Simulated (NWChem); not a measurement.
Program: NWChem. System: NO (+1), charge 1, spin multiplicity 1, at a geometry optimised with PBE0/def2-SVP. The structure started from a generated list of species. Level: MP2/cc-pVTZ, 2 core orbitals frozen.

The NWChem input:

```
start mol
memory heap 200 mb stack 900 mb global 1100 mb
charge 1
geometry units angstroms nocenter noautoz
  N      0.000000     0.000000     0.565282
  O      0.000000     0.000000    -0.494622
  symmetry group C2v
end
basis spherical
  * library cc-pvtz
end
scf
  rhf
  nopen 0
  maxiter 100
  thresh 1e-7
  semidirect memsize 60000000 filesize 0
end
mp2
  freeze core 2
end
task mp2 energy
```

NWChem printed:

```
             Northwest Computational Chemistry Package (NWChem) 7.3.0
             --------------------------------------------------------

                                NWChem Input Module
                                -------------------

 Scaling coordinates for geometry "geometry" by  1.889725989
 (inverse scale =  0.529177249)

 Turning off AUTOSYM since
 SYMMETRY directive was detected!

                             Geometry "geometry" -> ""
                             -------------------------

 Output coordinates in angstroms (scale by  1.889725989 to convert to a.u.)

  No.       Tag          Charge          X              Y              Z
 ---- ---------------- ---------- -------------- -------------- --------------
    1 N                    7.0000     0.00000000     0.00000000     0.56528200
    2 O                    8.0000     0.00000000     0.00000000    -0.49462200

 Effective nuclear repulsion energy (a.u.)      27.9590660512

            Nuclear Dipole moment (a.u.)
            ----------------------------
        X                 Y               Z
 ---------------- ---------------- ----------------
     0.0000000000     0.0000000000    -0.0000037795

      Symmetry information
      --------------------

 Group name             C2v
 Group number             16
 Group order               4
 No. of unique centers     2

      Symmetry unique atoms

     1    2


 Summary of "ao basis" -> "" (spherical)
 ------------------------------------------------------------------------------
       Tag                 Description            Shells   Functions and Types
 ---------------- ------------------------------  ------  ---------------------
 *                          cc-pvtz                   on all atoms

 Summary of "ao basis" -> "ao basis" (spherical)
 ------------------------------------------------------------------------------
       Tag                 Description            Shells   Functions and Types
 ---------------- ------------------------------  ------  ---------------------
 N                          cc-pvtz                 10       30   4s3p2d1f
 O                          cc-pvtz                 10       30   4s3p2d1f

                                 NWChem SCF Module
                                 -----------------

  ao basis        = "ao basis"
  functions       =    60
  atoms           =     2
  closed shells   =     7
  open shells     =     0
  charge          =   1.00
  wavefunction    = RHF
  use symmetry    = T
  symmetry adapt  = T

 Summary of "ao basis" -> "ao basis" (spherical)
 ------------------------------------------------------------------------------
       Tag                 Description            Shells   Functions and Types
 ---------------- ------------------------------  ------  ---------------------
 N                          cc-pvtz                 10       30   4s3p2d1f
 O                          cc-pvtz                 10       30   4s3p2d1f

      Symmetry analysis of basis
      --------------------------

        a1         26
        a2          6
        b1         14
        b2         14

 Forming initial guess at       0.1s

      Superposition of Atomic Density Guess
      -------------------------------------

 Sum of atomic energies:        -129.09026890

 Renormalizing density from      15.00 to     14

      Non-variational initial energy
      ------------------------------

 Total energy =    -123.852909
 1-e energy   =    -216.467716
 2-e energy   =      64.655741
[...]
 Vector    8  Occ=0.000000D+00  E=-2.770236D-01  Symmetry=b1
              MO Center=  1.8D-15,  3.1D-32,  2.4D-01, r^2= 1.1D+00
   Bfn.  Coefficient  Atom+Function         Bfn.  Coefficient  Atom+Function
  ----- ------------  ---------------      ----- ------------  ---------------
    11      0.512867  1 N  px                41     -0.428540  2 O  px
     8      0.413859  1 N  px                38     -0.326055  2 O  px
     5      0.293305  1 N  px                35     -0.248873  2 O  px

 Vector    9  Occ=0.000000D+00  E=-2.770236D-01  Symmetry=b2
              MO Center=  1.7D-32,  3.2D-16,  2.4D-01, r^2= 1.1D+00
   Bfn.  Coefficient  Atom+Function         Bfn.  Coefficient  Atom+Function
  ----- ------------  ---------------      ----- ------------  ---------------
    12      0.512867  1 N  py                42     -0.428540  2 O  py
     9      0.413859  1 N  py                39     -0.326055  2 O  py
     6      0.293305  1 N  py                36     -0.248873  2 O  py

 Vector   10  Occ=0.000000D+00  E= 8.212147D-02  Symmetry=a1
              MO Center=  3.3D-17,  1.2D-17,  1.6D-01, r^2= 3.3D+00
   Bfn.  Coefficient  Atom+Function         Bfn.  Coefficient  Atom+Function
  ----- ------------  ---------------      ----- ------------  ---------------
     4      4.074595  1 N  s                 34     -4.065769  2 O  s
    13     -2.594230  1 N  pz                43     -1.752766  2 O  pz
    10     -0.531256  1 N  pz                40     -0.324380  2 O  pz
    21      0.298813  1 N  d  0              32     -0.284558  2 O  s
    51     -0.214428  2 O  d  0

 center of mass
 --------------
 x =   0.00000000 y =   0.00000000 z =   0.00026767

 moments of inertia (a.u.)
 ------------------
          29.953238405340           0.000000000000           0.000000000000
           0.000000000000          29.953238405340           0.000000000000
           0.000000000000           0.000000000000           0.000000000000

  Mulliken analysis of the total density
  --------------------------------------

    Atom       Charge   Shell Charges
 -----------   ------   -------------------------------------------------------
    1 N    7     6.38   1.95  1.08  0.26  0.48  0.81  1.37  0.29  0.03  0.10  0.01
    2 O    8     7.62   1.95  1.07  0.26  0.49  1.19  1.98  0.60  0.01  0.06  0.01

       Multipole analysis of the density wrt the origin
       ------------------------------------------------

     L   x y z        total         open         nuclear
     -   - - -        -----         ----         -------
     0   0 0 0      1.000000      0.000000     15.000000

     1   1 0 0      0.000000      0.000000      0.000000
     1   0 1 0     -0.000000      0.000000      0.000000
     1   0 0 1      0.254694      0.000000     -0.000004

     2   2 0 0     -5.862214      0.000000      0.000000
     2   1 1 0      0.000000      0.000000      0.000000
     2   1 0 1      0.000000      0.000000      0.000000
     2   0 2 0     -5.862214      0.000000      0.000000
     2   0 1 1     -0.000000      0.000000      0.000000
     2   0 0 2     -5.370604      0.000000     14.977092

                   NWChem MP2 Semi-direct Energy/Gradient Module
                   ---------------------------------------------

  Basis functions       =     60
  Molecular orbitals    =     60
  Frozen core           =      2
  Frozen virtuals       =      0
  Active alpha occupied =      5
  Active beta occupied  =      5
  Active alpha virtual  =     53
  Active beta virtual   =     53
  Use MO symmetry       = T
  Use skeleton AO sym   = T

  AO/Fock/Back tols     =   1.0D-09  1.0D-09  1.0D-09

 GA uses MA = F    GA memory limited = T

 Available:
  local mem=  1.26D+08
 global mem=  1.44D+08
 local disk=  0.00D+00
  mp2_memr nvloc                    53
  nvloc new                    53
   1 passes of   5:        4194304                      20588                   1655059.
   1 passes of   5: M    126154087           G      144172000           F     121959783.

 Semi-direct pass number   1 of   1  for RHF alpha+beta  at        0.5s
  vrange nnbf                  1830
  mp2_eaftype                    10  avail_ma_in_mb                  1099
 EAF : mp2_eaftype filesize          10     827529.
  mp2_eaf for mointskh                     10
Node 0 wrote      3.9 Mb in      0.0 s     Agg I/O rate:  1312.6 Mb/s
 Done moints_semi at        1.3s
  mp2_eaftype                    10  avail_ma_in_mb                  1089
 EAF : mp2_eaftype filesize          10     827529.
  mp2_eaf for kh                    10
 Done maket at        1.3s
 Done multipass loop at        1.3s

          -------------------------------------------
          SCF energy                -128.965941523178
          Correlation energy          -0.404586205045
          Singlet pairs               -0.248041674244
          Triplet pairs               -0.156544530801
          Total MP2 energy          -129.370527728223
          -------------------------------------------

          ---------------------------------------------------
                    Spin Component Scaled (SCS) MP2
          Same spin pairs                     -0.104363020534
          Same spin scaling factor             0.333333333333
          Opposite spin pairs                 -0.300223184511
          Opposite spin scaling fact.          1.200000000000
          SCS-MP2 correlation energy          -0.395055494925
          Total SCS-MP2 energy              -129.360997018103
          ---------------------------------------------------

 -----------------------
 Performance information
 -----------------------

 Timer overhead =  1.36D-07 seconds/call

               Nr. of calls         CPU time (s)                 Wall time (s)                GFlops
             ---------------    -------------------     ------------------------------   -------------------
Name         Min   Avg   Max    Min     Avg     Max     Min     Avg     Max   Mx/calls   Min     Max     Sum
mp2: moin     1     1     1   0.72    0.72    0.72     0.72    0.72    0.72    0.72      0.0     0.0     0.0
mp2: make     1     1     1   3.81E-2 3.81E-2 3.81E-2  3.81E-2 3.81E-2 3.81E-2 3.81E-2   0.0     0.0     0.0
mp2: tota     1     1     1   0.81    0.81    0.81     0.81    0.81    0.81    0.81      0.0     0.0     0.0

 The average no. of pstat calls per process was 3.00D+00
 with a timing overhead of 4.07D-07s

 Task  times  cpu:        1.3s     wall:        1.3s

 Total times  cpu:        1.3s     wall:        1.3s
```
